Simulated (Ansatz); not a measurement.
in.yaml

```yaml
crystal:
  periodic: [false, false, false]
  atoms:
    - {symbol: Si, position_ang: [0.000000, -0.471221, 0.000000]}
    - {symbol: O, position_ang: [0.000000, 0.413593, -1.306543]}
    - {symbol: O, position_ang: [0.000000, 0.413593, 1.306543]}
basis:
  gaussian: {orbitals: cc-pVDZ}
total_charge: 1
magnetization: {spin_polarized: false, initial_magnetization: 3}
correlation: {method: fic_mrcisd_q, electrons: outside_noble_gas, active_space: {window: {electrons: 11, orbitals: 10}, shells: [{species: O, l: p, shell: 2}, {species: Si, l: s, shell: 3}, {species: Si, l: p, shell: 3}]}}
```

```sh
$ ansatz run in.yaml --threads 1 --pin off --events-out ev --progress --plain --max-ram 2393MiB
```

The program prints:

```
798 factors; integrals over basis functions are off by at most 1.2e-7 eV
mean field evaluation 1: about -11917.0773 eV, gradient 3.8e1 eV
mean field evaluation 2: about -11917.1406 eV, gradient 3.8e1 eV
mean field evaluation 4: about -11920.9879 eV, gradient 2.4e0 eV
mean field evaluation 8: about -11921.0808 eV, gradient 3.9e-1 eV
mean field evaluation 16: about -11921.0795 eV, gradient 8.9e-1 eV
mean field evaluation 32: about -11924.8012 eV, gradient 1.6e-3 eV
mean field evaluation 64: about -11924.7972 eV, gradient 1.2e-5 eV
mean field evaluation 96: about -11923.2363 eV, gradient 9.2e0 eV
mean field evaluation 128: about -11924.7811 eV, gradient 3.1e-1 eV
mean field evaluation 160: about -11919.5516 eV, gradient 2.7e-1 eV
mean field evaluation 192: about -11924.7434 eV, gradient 5.2e-1 eV
mean field evaluation 224: about -11919.8922 eV, gradient 6.2e-1 eV
mean field evaluation 256: about -11921.1272 eV, gradient 4.0e-1 eV
mean field evaluation 288: about -11924.8012 eV, gradient 2.2e-6 eV
mean field -11924.80123390 eV, -438.2283624252 hartree, gradient 2.2e-6 eV, S^2 3.750000; 17 other end points of the search recorded, 0 dependent functions left out
reference -11924.80123390 eV, -438.2283624252 hartree; 16, 13 occupied and 30, 33 virtual orbitals, 798 factors
state -11927.10000019 eV, -438.3128405282 hartree
contracted CI cycle   1: correlation 0.00000000 eV, 0.0000000000 hartree, residual 3.02e1 eV
contracted CI cycle   2: correlation -7.30802334 eV, -0.2685649041 hartree, residual 4.92e0 eV
contracted CI cycle   3: correlation -7.54553208 eV, -0.2772931895 hartree, residual 1.08e0 eV
contracted CI cycle   4: correlation -7.55856470 eV, -0.2777721292 hartree, residual 3.13e-1 eV
contracted CI cycle   5: correlation -7.55962291 eV, -0.2778110179 hartree, residual 9.94e-2 eV
contracted CI cycle   6: correlation -7.55972292 eV, -0.2778146931 hartree, residual 3.22e-2 eV
contracted CI cycle   7: correlation -7.55973392 eV, -0.2778150975 hartree, residual 1.00e-2 eV
contracted CI cycle   8: correlation -7.55973507 eV, -0.2778151397 hartree, residual 3.26e-3 eV
contracted CI cycle   9: correlation -7.55973519 eV, -0.2778151439 hartree, residual 1.05e-3 eV
state -11927.10000019 eV, -438.3128405282 hartree; corrected -11935.24494344 eV, -438.6121616720 hartree
Total energy: -11935.24494344 eV, -438.6121616720 hartree
Checks for a lower state left out: starts, orbital_swaps
```

Natural occupations: 1.9812 1.9696 1.8806 1.8723 1.0998 1.0968 1.0081 0.0387 0.0316 0.0213.

Ran on 1 thread of AMD EPYC 9R45, shared host: 6.5 s wall, 0.59 GiB peak host memory.
